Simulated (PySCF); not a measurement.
Compound: C4H5NS.
SMILES: `CC(=S)CC#N`

All values: PBE0/def2-SVPD (PySCF, non-relativistic), on one gas-phase PBE0-D3(BJ)/def2-SVP geometry that isn't relaxed in the solvent. The solvent is an IEF-PCM continuum (Bondi radii, 1.10 Å for H, scaled by 1.2), and excitations are vertical TDDFT with non-equilibrium linear response and a frozen core. Specific hydrogen bonds and non-electrostatic terms are outside this model.

Gas-phase singlets (H = HOMO, L = LUMO):

| state | E (eV) | λ (nm) | f | leading configurations |
| --- | --- | --- | --- | --- |
| S1 | 2.549 | 486 | 0.000 | H→L 100% |
| S2 | 5.727 | 216 | 0.172 | H-1→L 80% |
| S3 | 5.906 | 210 | 0.059 | H→L+1 92% |
| S4 | 6.096 | 203 | 0.010 | H-3→L 88% |
| S5 | 6.196 | 200 | 0.053 | H-2→L 72%, H→L+2 16% |

What are the lowest 5 singlets in cyclohexane (ε = 2.017)?

```json
{"state": "S1", "E (eV)": "2.588", "λ (nm)": "479", "f": "0.000", "leading configurations": "H→L 100%", "change by rank (eV)": "+0.039"}
{"state": "S2", "E (eV)": "5.625", "λ (nm)": "220", "f": "0.292", "leading configurations": "H-1→L 90%", "change by rank (eV)": "-0.102"}
{"state": "S3", "E (eV)": "5.941", "λ (nm)": "209", "f": "0.069", "leading configurations": "H→L+1 95%", "change by rank (eV)": "+0.035"}
{"state": "S4", "E (eV)": "6.162", "λ (nm)": "201", "f": "0.014", "leading configurations": "H-3→L 80%", "change by rank (eV)": "+0.066"}
{"state": "S5", "E (eV)": "6.218", "λ (nm)": "199", "f": "0.012", "leading configurations": "H→L+2 88%", "change by rank (eV)": "+0.022"}
```

What are the lowest 5 singlets in chloroform (ε = 4.711)?

```tsv
state	E (eV)	λ (nm)	f	leading configurations	change by rank (eV)
S1	2.638	470	0.000	H→L 100%	+0.089
S2	5.620	221	0.304	H-1→L 91%	-0.107
S3	5.983	207	0.070	H→L+1 94%	+0.077
S4	6.204	200	0.011	H-3→L 73%, H→L+2 10%, H-4→L 10%	+0.108
S5	6.248	198	0.018	H→L+2 83%, H-3→L 10%	+0.052
```

The ground-state energy changes by -0.249 eV from gas to chloroform. By how much does the total energy of gas-phase S1 change?

E(S1) = E(S0) + excitation energy, so it changes by -0.249 + 0.089 = -0.160 eV: it is lowered less than the ground state, which is what a blue shift means. This is the vertical state, with the slow part of the continuum still set for S0.

How do the frontier levels move from gas to chloroform?

```tsv
orbital	gas (eV)	solvent (eV)	change (eV)
LUMO+2	0.25	0.37	+0.12
LUMO+1	-0.01	0.18	+0.19
LUMO	-2.68	-2.48	+0.20
HOMO	-7.01	-6.92	+0.09
HOMO-1	-8.85	-8.67	+0.18
HOMO-2	-9.91	-9.90	+0.01
HOMO-3	-9.99	-9.99	0.00
```

The HOMO–LUMO gap goes from 4.34 to 4.44 eV.

Shape of the structure used: `[CH3:1][C:2](=[S:3])[CH2:4][C:5]#[N:6]`: C1–C2–C4–C5 -39°.
